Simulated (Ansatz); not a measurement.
Base system: Ir in the fcc (Cu type) structure (space group Fm-3m, No. 225; a = 3.8444 Å).

Method: r2SCAN (Ansatz, a program for electronic structure, PAW, no spin-orbit coupling).

Perturbation: Au takes the place of Ir on all its sites, then cell and atoms are relaxed.

Measured lattice parameter a: Ir 3.831 Å (static lattice; corrected from measurement; as listed in Daniel Mejia-Rodriguez, S. B. Trickey, Phys. Rev. B (2018)); Au 4.062 Å (static lattice; corrected from measurement; as listed in Daniel Mejia-Rodriguez, S. B. Trickey, Phys. Rev. B (2018)).

How well does r2SCAN reproduce the measured shift?

With r2SCAN the lattice parameter a moves by +0.280 Å (3.844 → 4.124) against +0.231 Å measured.

No phonon test of stability was made. All final runs are without spin polarisation.
